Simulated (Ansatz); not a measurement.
H₂S₅. The state is a singlet with charge 0. Geometry PBE-D4/def2-SVP.

```xyz
7

S    -2.011   -0.226   -0.623
S    -0.850   -1.676    0.349
S     0.521   -0.670    1.578
S     2.199   -0.236    0.395
S     1.868    1.637   -0.476
H    -2.934   -0.025    0.368
H     1.207    1.195   -1.590
```

(1) Estimate the orbital energies around the gap (eV) in Ansatz with HF/6-31G, HF/def2-TZVP, r2SCAN-D4/def2-TZVP, PBE0-D4/def2-TZVP, CAM-B3LYP-D4/def2-TZVP.

Results:

(1) 
```
orbital  HF/6-31G  HF/def2-TZVP  r2SCAN-D4/def2-TZVP  PBE0-D4/def2-TZVP  CAM-B3LYP-D4/def2-TZVP
 HOMO−5    -13.25        -13.05                -9.28             -10.19                  -11.46
 HOMO−4    -12.02        -11.51                -7.64              -8.60                   -9.92
 HOMO−3    -11.51        -10.87                -7.07              -8.02                   -9.31
 HOMO−2    -10.96        -10.35                -6.75              -7.64                   -8.89
 HOMO−1    -10.53        -10.12                -6.56              -7.46                   -8.71
   HOMO    -10.51        -10.01                -6.40              -7.31                   -8.56
   LUMO      0.76          1.86                -2.56              -1.79                   -0.67
 LUMO+1      1.29          2.08                -2.48              -1.70                   -0.56
 LUMO+2      2.30          2.79                -1.76              -0.99                    0.16
 LUMO+3      2.75          2.92                -1.64              -0.86                    0.30
 LUMO+4      3.78          3.24                -0.54              -0.01                    0.98
 LUMO+5      4.57          4.05                -0.04               0.58                    1.65
```
